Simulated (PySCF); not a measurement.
NMR data sheet: 1,1,1,2-tetrafluoroethane

- Formula: C2H2F4
- SMILES: FCC(F)(F)F
- Point group of the computed structure: Cs
- Degrees of unsaturation: 0
- Carbon signals: 2
- Proton signals: 1

Molfile (atoms numbered from 1):
```
C2H2F4
     RDKit          3D

  8  7  0  0  0  0  0  0  0  0999 V2000
   -0.8939   -1.2014   -0.9499 F   0  0  0  0  0  0  0  0  0  0  0  0
   -0.7011    0.0069   -0.3631 C   0  0  0  0  0  0  0  0  0  0  0  0
    0.6370    0.0308    0.3441 C   0  0  0  0  0  0  0  0  0  0  0  0
    0.7034   -0.8958    1.2956 F   0  0  0  0  0  0  0  0  0  0  0  0
    1.6437   -0.1754   -0.5012 F   0  0  0  0  0  0  0  0  0  0  0  0
    0.8075    1.2273    0.9134 F   0  0  0  0  0  0  0  0  0  0  0  0
   -1.4892    0.2011    0.3820 H   0  0  0  0  0  0  0  0  0  0  0  0
   -0.7075    0.8065   -1.1209 H   0  0  0  0  0  0  0  0  0  0  0  0
  1  2  1  0
  2  3  1  0
  3  4  1  0
  3  5  1  0
  3  6  1  0
  2  7  1  0
  2  8  1  0
M  END
```

PySCF 2.14.0 with density-fitted response routines calculation with structure optimised with PBE0-D3(BJ)/def2-SVP, J couplings at B3LYP/pcJ-1 and shielding tensors at B97-2/pcSseg-2 (GIAO); non-relativistic, one computed conformer, rapidly exchanging positions averaged, no solvent model.

Referencing at the same level of theory: TMS for $^{1}$H (31.36 ppm) and $^{13}$C (183.46 ppm); $^{19}$F (177.41 ppm) vs CFCl3.

| carbon | δC, type | δH (multiplicity, J in Hz) | HMBC from (abs. J ≥ 3 Hz) | span of the C tensor (ppm) |
| --- | --- | --- | --- | --- |
| C2 | 81.9, CH2 | 4.38 (dq, 53.0, 8.7) | – | 68 |
| C3 | 131.0, C | – | – | 13 |

Other nuclei:
```
   atoms   nucleus                environment  δ (ppm)  σ (ppm)
F4/F5/F6  $^{19}$F    fluorine of a CF3 group    -90.8    268.2
      F1  $^{19}$F  fluorine on an sp3 carbon   -255.6    433.0
```

Selected couplings (Hz, signed; the shortest-range and largest first, 30 at most; isotopes $^{13}$C, $^{19}$F, $^{1}$H): $^{1}J$(C3,F4) -346.3, $^{1}J$(F1,C2) -254.8, $^{1}J$(C2,H7) 158.3, $^{1}J$(C2,C3) 73.4, $^{2}J$(F1,H7) 53.0, $^{2}J$(C2,F4) 41.4, $^{2}J$(F1,C3) 21.9, $^{3}J$(F1,F4) -24.1, $^{3}J$(F4,H7) 8.7.

1. Carbon types of the structure: 1 × C, 1 × CH2, which accounts for all hydrogens.
2. δC 131.0: CF3 carbon; 3 electronegative neighbours deshield it.
3. δC 81.9: sp3 CH2 bonded to F; the inductive effect lowers its shielding.
4. δH 4.38: hydrogen on an sp3 CH2 bonded to F; its carbon carries F, hence the downfield position.

Common functionals overestimate the size of one-bond C–F couplings by tens of Hz; these are unscaled. Multiplet labels drop couplings under 1 Hz and merge nearly equal ones. Shifts are as computed. Against solution values, carbons near 30 ppm lie about +4 ppm off and those near 130 ppm about +7 ppm. Of 1211 compounds with measured shifts, 218 miss one by over three times the rms of a fit or turn the order of signals round; such compounds aren't used in these exercises. Unscaled 19F shifts against computed CFCl3 carry errors that often reach 10 to 50 ppm.
